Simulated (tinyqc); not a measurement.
The integration grid: Kohn-Sham SCAN on finer and finer grids in the sto-6g basis, for CH4, spin multiplicity 1. Computed by the program tinyqc with PySCF. Self-consistent on each grid; the net force on the molecule should vanish.

Geometry (angstrom):

| atom | x | y | z |
|---|---|---|---|
| C | 0.0000 | 0.0000 | 0.0000 |
| H | 0.6760 | 0.6760 | 0.6760 |
| H | 0.6760 | -0.6760 | -0.6760 |
| H | -0.6760 | 0.6760 | -0.6760 |
| H | -0.6760 | -0.6760 | 0.6760 |

Kohn-Sham energy on Becke grids (radial x angular points per atom):

| grid | points | residual of the electron count | E (hartree) | E - finest (mhartree) | largest net force without grid terms (hartree/bohr) |
|---|---|---|---|---|---|
| 10 x 14 | 672 | 1.27e-01 | -40.36764 | 15.89175 | 3.23e-15 |
| 15 x 26 | 1878 | 1.50e-02 | -40.37337 | 10.15491 | 2.50e-15 |
| 20 x 50 | 4912 | 5.87e-03 | -40.38420 | -0.66731 | 3.57e-15 |
| 30 x 86 | 12824 | 9.67e-05 | -40.38101 | 2.51783 | 4.85e-15 |
| 50 x 194 | 48304 | 1.09e-04 | -40.38354 | -0.01226 | 4.20e-15 |
| 75 x 302 | 113054 | 1.52e-05 | -40.38411 | -0.57918 | 5.34e-15 |
| 120 x 590 | 353628 | 2.76e-07 | -40.38353 | 0.00000 | 2.14e-15 |

What does the comparison show, and why?

The energy is within 0.1 mhartree of the finest grid first at 50 x 194. The error has both signs, since quadrature is not variational. The net force vanishes by symmetry here, so only the electron count signals a poor grid.
